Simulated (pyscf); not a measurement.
**Atom transfer: silicon tetrafluoride (F–Si(F)(F)–F) + H atom (H•) → F–Si•(F)–F + hydrogen fluoride (HF)**

Gas phase, doublet surface, charge 0. Bonds broken: Si2–F6. Bonds formed: H5–F6. Structures and frequencies: ωB97X-D3(BJ)/def2-SVP in PySCF.

Transition state (Å):

```xyz
6

F      0.0985    -0.3415     1.1458
Si    -1.0071    -0.2883    -0.0090
F     -1.2134    -1.8115    -0.4950
F     -2.4232     0.1825     0.5675
H     -0.4987     0.6840    -1.3130
F     -0.4955     1.5700    -0.5514
```

One imaginary mode, 934i cm⁻¹; descent along it reached the two sides named.

| bond | change | reactant side (Å) | saddle | product side |
|---|---|---|---|---|
| Si2–F6 | breaks | 1.591 | 2.002 | 2.6 |
| H5–F6 | forms | 3.2 | 1.168 | 0.931 |

Electronic energies relative to the separated reactants (eV):

| level | barrier | reaction energy | reverse barrier |
|---|---|---|---|
| ωB97X-D3(BJ)/def2-TZVP | 1.83 | +1.17 | 0.66 |
| PBE/def2-TZVP | 1.43 | +0.92 | 0.51 |
| r²SCAN/def2-TZVP | 1.59 | +1.08 | 0.51 |
| B3LYP-D3(BJ)/def2-TZVP | 1.68 | +0.99 | 0.69 |
| PBE0-D3(BJ)/def2-TZVP | 1.69 | +1.04 | 0.64 |
| M06-2X/def2-TZVP | 2.01 | +1.17 | 0.85 |
| ωB97M-D3(BJ)/def2-TZVP | 1.86 | +1.18 | 0.68 |
| HF/def2-TZVP | 2.84 | +1.40 | 1.44 |

With ωB97M-D3(BJ)/def2-TZVP energies and thermal terms (ideal gas, 1 atm, RRHO with modes under 100 cm⁻¹ raised to 100, one conformer, R ln 2 for rigid chiral ones), in eV:

```json
[
 {"T (K)": "298", "ΔH‡": "1.90", "ΔG‡": "2.13", "ΔH": "+1.33", "ΔG": "+1.15"},
 {"T (K)": "600", "ΔH‡": "1.88", "ΔG‡": "2.38", "ΔH": "+1.30", "ΔG": "+0.98"},
 {"T (K)": "900", "ΔH‡": "1.85", "ΔG‡": "2.63", "ΔH": "+1.26", "ΔG": "+0.83"},
 {"T (K)": "1200", "ΔH‡": "1.83", "ΔG‡": "2.89", "ΔH": "+1.22", "ΔG": "+0.69"}
]
```

At the saddle there is also a short H–Si contact that neither side keeps. One saddle was located; it need not be the lowest between these sides. The angle at the transferred F is 58°: a side-on saddle, likely not the lowest.
